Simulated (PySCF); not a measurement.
## Ionisation energy of C by level of theory

C [He] 2s2 2p2 (3P) → C⁺ [He] 2s2 2p1 (2P), as a difference of total energies. Calculation: PySCF 2.14, in aug-cc-pVDZ (4s3p2d, 23 functions); no relativity, point nucleus. Correlated levels: valence: 1s2 frozen. The calculations carry no spin-orbit coupling.

```csv
method,ionisation energy (eV)
UHF,10.817
M06-L,11.501
PBE0,11.538
MP2 (valence),11.145
CCSD (valence),11.050
```

Problem. Estimate what CCSD(T) (valence) gives.

Solution. 11.066 eV, closest to CCSD (valence) among the rows shown.

Problem. Estimate what SCS-MP2 (valence) gives.

Solution. 11.036 eV, closest to CCSD (valence) among the rows shown.

Errors of the correlated levels include the incompleteness of this basis and the frozen core.

For comparison: 11.262 eV (measured; NIST levels, between the centres of gravity of the two terms).
